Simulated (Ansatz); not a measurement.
Born–Oppenheimer molecular dynamics of BClFH3 (6 atoms, charge 0, multiplicity 1). It starts at the highest image of a converged band, a first-order saddle point between two minima.

Level of theory: RKS PBE-D4/def2-SVP in Ansatz.

| Property | Result |
| --- | --- |
| ensemble | NVE (velocity Verlet) |
| time step | 0.5 fs |
| steps asked | 200 |
| starting velocities drawn for | 300 K |
| seed | 4187 |

First frame:

```xyz
6
Properties=species:S:1:pos:R:3
B -0.057 -0.196 0.043
H -0.085 0.209 1.305
H 1.025 0.000 -0.458
Cl -1.542 0.248 -0.814
F -0.123 -1.755 0.600
H -0.123 -0.888 1.349
```

Problem. How far do the bonds stretch over the last three quarters of this one trajectory? (Pairs bonded in most of those frames.)

Solution. 
| bond | mean (Å) | spread (Å) | shortest | longest |
| --- | --- | --- | --- | --- |
| B1–H2 | 1.218 | 0.028 | 1.16 | 1.27 |
| B1–H3 | 1.215 | 0.033 | 1.16 | 1.27 |
| B1–Cl4 | 1.758 | 0.026 | 1.71 | 1.80 |
| F5–H6 | 0.936 | 0.012 | 0.92 | 0.96 |

Mean temperature of the second half: 392 K. The conserved energy stayed within 0.15 meV per atom of its start (net change 0.037 meV per atom), so the integration is sound. The kinetic energy rose, since the run started high on the potential surface and went downhill. It ends in pieces (BClH2 + FH), so much of that is their flight and rotation, not heat. A run of 0.1 ps of so small a system gives no equilibrium averages. The orbitals stay closed-shell, which can raise the energy where a bond breaks towards radicals; this wasn't checked here.

The run took 2.8 min on 1 thread of Arm Neoverse V2, with other jobs on the host, peak memory 0.097 GiB.
